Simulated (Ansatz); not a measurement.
Process, species as SMILES: C#N (CH-N) → CHN+ (doublet, bonded as C#N) + e-
B3LYP-D3(BJ)/def2-TZVP geometries, fixed; electronic energies without zero-point terms.

Basis-set convergence of the adiabatic ionisation energy at MP2 with Ansatz (a first-principles code). Cartesian d functions, on some or all atoms, in 6-31G*, 6-31G**; all else is spherical. Cores are frozen. Open shells are unrestricted. No added dispersion term, no relativity. Functions are those of the species that has most. Reference: Hartree-Fock in aug-cc-pVQZ plus the correlation part extrapolated as X^-3 from aug-cc-pVTZ and aug-cc-pVQZ, 14.078 eV, itself unsure by roughly 0.020 eV (a third of the extrapolation step and of the last Hartree-Fock step). Deviations are taken from unrounded values.

```tsv
basis	functions	adiabatic ionisation energy (eV)	minus reference (eV)
6-31G*	32	13.505	-0.573
6-31G**	35	13.533	-0.545
6-311G**	42	13.717	-0.360
aug-cc-pVDZ	55	13.690	-0.388
aug-pcseg-1	55	13.693	-0.385
jun-cc-pV(T+d)Z	92	13.912	-0.166
aug-cc-pVTZ	115	13.938	-0.140
aug-pcseg-2	115	13.925	-0.153
aug-cc-pVQZ	206	14.021	-0.057
aug-pcseg-3	219	14.012	-0.066
```

The smallest set listed that lies within 0.1 eV of the reference with all its larger relatives (same family, alike in diffuse functions; a set with none counts only in the reference's own line) is aug-cc-pVQZ (206 functions, -0.057 eV off). Inside, with no larger relative to test it: aug-pcseg-3.
